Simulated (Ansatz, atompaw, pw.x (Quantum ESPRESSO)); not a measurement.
**What a changed setting does to a pw.x run (sc Ru)**

Potential: PAW, atompaw 4.2.0.5, PBEsol; core [Ar] 3d10, reference 4s2 4p6 4d7 5s1 5p0; waves: 4s (bound): rc 1.45 bohr; 5s (bound): rc 2.00 bohr; 4p (bound): rc 1.35 bohr; 5p (bound, empty): rc 2.00 bohr; 4d (bound): rc 2.00 bohr; 4d channel at 1.3 Ry: rc 2.00 bohr; local part: bessel scheme, radius 1.75 bohr; core correction: smooth core density matched at 1.45 bohr; augmentation: besselshape compensation charge, radius 1.95 bohr; PAW radius 2.00 bohr; waves and projectors: custom rrkj gramschmidtortho.

The reference run (k-mesh 13³, cutoffs 100/900 Ry, Fermi–Dirac 0.01 Ry, mixing_beta 0.4, conv_thr 1e-9, no spin) gives 3.19 GPa at 15.273 Å³/atom, where all-electron LAPW gives 0.32 GPa. This run, with its own iteration cap, changes degauss to 0.005.

```
&control
  calculation='scf', prefix='x', pseudo_dir='./', outdir='./tmp', tstress=.true., disk_io='none'
/
&system
  ibrav=0, nat=1, ntyp=1, ecutwfc=100, ecutrho=900, nbnd=16,
  occupations='smearing', smearing='fd', degauss=0.005
/
&electrons
  conv_thr=1e-09, mixing_beta=0.4, electron_maxstep=60
/
ATOMIC_SPECIES
Ru 1.0 Ru.UPF
CELL_PARAMETERS angstrom
  2.48108390 0.00000000 0.00000000
  0.00000000 2.48108390 0.00000000
  0.00000000 0.00000000 2.48108390
ATOMIC_POSITIONS crystal
Ru 0.0000 0.0000 0.0000
K_POINTS automatic
13 13 13 0 0 0
```

```bash
pw.x < Ru.scf.in > Ru.scf.out
```

How does the run end?

It converges in 15 iterations; the free energy moves by +31.0 meV/atom and the pressure by -0.56 GPa. In a metal, with Fermi–Dirac smearing, F lies below its zero-width value by a term in the square of the width.

```
Message from routine setup:
     using ibrav=0 with symmetry is DISCOURAGED, use correct ibrav instead
     lattice parameter (alat)  =       4.6886  a.u.
     unit-cell volume          =     103.0673 (a.u.)^3
     number of electrons       =        16.00
     number of Kohn-Sham states=           16
     kinetic-energy cutoff     =     100.0000  Ry
     charge density cutoff     =     900.0000  Ry
     scf convergence threshold =      1.0E-09
     Exchange-correlation= SLA PW PSX PSC
     number of k points=    84  Fermi-Dirac smearing, width (Ry)=  0.0050
     iteration #  1     ecut=   100.00 Ry     beta= 0.40
     total energy              =    -426.87546815 Ry
     estimated scf accuracy    <       0.18335780 Ry
     iteration #  2     ecut=   100.00 Ry     beta= 0.40
     total energy              =    -426.93834847 Ry
     estimated scf accuracy    <       0.00378645 Ry
     iteration #  3     ecut=   100.00 Ry     beta= 0.40
     total energy              =    -426.94206263 Ry
     estimated scf accuracy    <       0.01500401 Ry
     iteration #  4     ecut=   100.00 Ry     beta= 0.40
     total energy              =    -426.95632255 Ry
     estimated scf accuracy    <       0.01683826 Ry
     iteration #  5     ecut=   100.00 Ry     beta= 0.40
     total energy              =    -426.96212816 Ry
     estimated scf accuracy    <       0.01253619 Ry
     iteration #  6     ecut=   100.00 Ry     beta= 0.40
     total energy              =    -426.96296914 Ry
     estimated scf accuracy    <       0.00106534 Ry
     [... 3 iterations left out ...]
     iteration # 10     ecut=   100.00 Ry     beta= 0.40
     total energy              =    -426.96297475 Ry
     estimated scf accuracy    <       0.00000704 Ry
     iteration # 11     ecut=   100.00 Ry     beta= 0.40
     total energy              =    -426.96297477 Ry
     estimated scf accuracy    <       0.00000104 Ry
     iteration # 12     ecut=   100.00 Ry     beta= 0.40
     total energy              =    -426.96297483 Ry
     estimated scf accuracy    <       0.00000007 Ry
     iteration # 13     ecut=   100.00 Ry     beta= 0.40
     total energy              =    -426.96297484 Ry
     estimated scf accuracy    <       0.00000002 Ry
     iteration # 14     ecut=   100.00 Ry     beta= 0.40
     total energy              =    -426.96297483 Ry
     estimated scf accuracy    <       0.00000001 Ry
     iteration # 15     ecut=   100.00 Ry     beta= 0.40
     the Fermi energy is    19.6273 ev
!    total energy              =    -426.96297483 Ry
     estimated scf accuracy    <          8.5E-10 Ry
     smearing contrib. (-TS)   =      -0.00138085 Ry
     The total energy is F=E-TS. E is the sum of the following terms:
     one-electron contribution =     -43.06624584 Ry
     hartree contribution      =      41.82995862 Ry
     xc contribution           =     -20.89266590 Ry
     ewald contribution        =    -154.91894114 Ry
     one-center paw contrib.   =    -249.91369974 Ry
     convergence has been achieved in  15 iterations
          total   stress  (Ry/bohr**3)                   (kbar)     P=       26.28
     Message from routine punch:
     Nothing written, as per user request (disk_io='none')
```

The run took about 20 s on one core of a shared host (AMD EPYC 9R45 96-Core Processor, 96 threads, 376 GiB, load 24).
